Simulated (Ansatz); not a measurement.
Relaxation of FH$_{6}$NSi (9 atoms, charge 0, multiplicity 1), to a largest force component of 0.02 eV/Å in at most 40 steps.

Theory: RKS PBE-D4/STO-3G (Ansatz).

```xyz
9
Properties=species:S:1:pos:R:3
N 0.019 0.184 -2.043
H -0.660 -0.444 -1.630
H 0.074 -0.033 -3.032
H 0.920 -0.033 -1.634
Si -0.021 0.147 1.697
F -0.901 -1.091 1.159
H -0.384 1.271 0.854
H 1.359 -0.290 1.536
H -0.406 0.289 3.094
```

Task: Where does it end, and by what steps?

Result: It converged. The force dipped under the threshold on the way, but the program's further checks kept it going. Limits of this set-up: minimal basis. After 20 steps the energy has fallen by 0.866 eV; H4 moved furthest, 1.07 Å.

```
step  energy less start (eV)  largest force component (eV/Å)  accepted
   0                  0.0000                           2.896       yes
   1                 -0.3561                           1.322       yes
   2                 -0.4689                           0.867       yes
   3                 -0.5903                           0.607       yes
   4                 -0.7162                           0.618       yes
   5                 -0.7532                           0.793       yes
   6                 -0.8284                           0.256       yes
   7                 -0.8518                           0.205       yes
   8                 -0.8616                           0.110       yes
   9                 -0.8633                           0.080       yes
  10                 -0.8623                           0.262        no
  11                 -0.8646                           0.019       yes
  12                 -0.8629                           0.308        no
  13                 -0.8652                           0.038       yes
  14                 -0.8655                           0.080       yes
  15                 -0.8658                           0.053       yes
  16                 -0.8657                           0.041        no
  17                 -0.8659                           0.006       yes
  18                 -0.8660                           0.009       yes
  19                 -0.8660                           0.025       yes
  20                 -0.8661                           0.007       yes
```

```xyz
9
Properties=species:S:1:pos:R:3
N 0.371 0.040 -1.897
H -0.089 -0.347 -0.980
H -0.495 0.104 -2.527
H 0.793 -0.865 -2.290
Si -0.093 0.251 1.571
F -0.664 -0.782 0.377
H -0.523 1.616 1.281
H 1.364 0.176 1.624
H -0.663 -0.192 2.840
```

The run took 26 s on 1 CPU thread of a shared host.
